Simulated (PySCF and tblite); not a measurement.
The numbers below are computed, except where a source is named.
System: C₄H₉N, numbered as in [CH3:1][C@@H:2]1[CH2:3][N:4]1[CH3:5].

For the pyramidal inversion at N4: electronic barrier 17.00 kcal/mol, zero-point change -1.22 kcal/mol, thermal and entropy terms at 298.15 K a further -0.14 kcal/mol (symmetry numbers apart). The minimum is C1, the saddle C1. Geometries: PBE0-D3(BJ)/def2-SVP; energies: PBE0/pcSseg-1 + D3(BJ); zero-point and thermal terms from GFN2-xTB harmonic modes (soft modes blended into free rotors). Rates follow Eyring's equation with the number of equivalent paths and no tunnelling. Programs: tblite and PySCF.

(1) How many equivalent paths lead out of the minimum?

(2) Work out the rate at 298.15 K.

Results:

(1) 1: the symmetry number of the minimum is 1, that of the saddle displaced along its mode 1.

(2) ΔG‡ = 15.64 kcal/mol; k_B T/h = 6.2×10¹² s⁻¹; exp(−ΔG‡/RT) = 3.4×10⁻¹²; times 1 gives k = 21 s⁻¹. Wigner's tunnelling factor for the 363i cm⁻¹ mode would be 1.13.
